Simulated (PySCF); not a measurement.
**MgSi⁺ at PBE0**

Level: PBE0. PySCF, no relativity, basis sets Mg 6-311G(d,p), Si 6-311G(d,p).

- state: ²Σ⁺ (doublet), unpaired electrons σ ↑, a second solution, started from another occupation
- bond length: 3.044 Å
- harmonic wavenumber: 204 cm⁻¹
- force constant: 0.316 mdyn/Å
- rotational constant Be: 0.1408 cm⁻¹
- anharmonicity ωexe: 1.38 cm⁻¹
- vibration–rotation constant αe: 0.00128 cm⁻¹
- energy of the minimum from ground-state Mg⁺ + Si: -0.62 eV
- bond order (Mayer): 0.68
- dipole moment (positive dipole points towards Si; it is taken about the centre of mass and depends on that origin): -0.12 D

For an ion De counts to the pair picked by the measured ionisation energies or electron affinities, which need not be the lowest pair at this level.
